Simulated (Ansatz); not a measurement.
Input file:

```yaml
crystal:
  periodic: [false, false, false]
  atoms:
    - {symbol: Se, position_ang: [0.000000, 0.000000, 0.000000]}
    - {symbol: H, position_ang: [0.000000, 0.000000, 1.200000]}
basis:
  gaussian: {orbitals: aug-cc-pVDZ}
total_charge: 1
correlation: {method: fci, electrons: outside_noble_gas}
```

```sh
$ ansatz run in.yaml --threads 1 --pin off --events-out ev --progress --plain --max-ram 2393MiB
```

The program prints:

```
761 factors; integrals over basis functions are off by at most 2.4e-7 eV
mean field evaluation 1: about -65305.1788 eV, gradient 7.7e0 eV
mean field evaluation 2: about -65305.2024 eV, gradient 7.7e0 eV
mean field evaluation 4: about -65305.3812 eV, gradient 4.4e-1 eV
mean field evaluation 8: about -65305.3824 eV, gradient 4.5e-4 eV
mean field evaluation 16: about -65305.3824 eV, gradient 1.3e-3 eV
mean field -65305.38242390 eV, -2399.9285385002 hartree, gradient 3.8e-6 eV, S^2 0.000000; 2 other end points of the search recorded, 0 dependent functions left out; unrestricted orbitals would lower it
mean field evaluation 32: about -65307.0615 eV, gradient 1.4e-2 eV
unrestricted determinant -65307.06189942 eV, -2399.9902580871 hartree, S^2 1.0212
14 core orbitals not correlated: weight in the atoms' cores, before any rotation towards them, 1.000 or more for the frozen orbitals, at most 0.000 for the correlated occupied ones
reference -65305.38242390 eV, -2399.9285385002 hartree; 3, 3 occupied and 28, 28 virtual orbitals, 761 factors
state -65308.98060687 eV, -2400.0607692857 hartree
Total energy: -65308.98060687 eV, -2400.0607692857 hartree
```

Natural occupations: 1.9713 1.9507 1.0027 0.9769 0.0243 0.0186 0.0127 0.0126 0.0066 0.0051 0.0041 0.0037 0.0036 0.0023 0.0014 0.0014 0.0005 0.0004 0.0003 0.0003 0.0001 0.0001 0.0001 0.0001.

Ran on 1 thread of Arm Neoverse V1, shared host: 23 s wall, 0.57 GiB peak host memory.
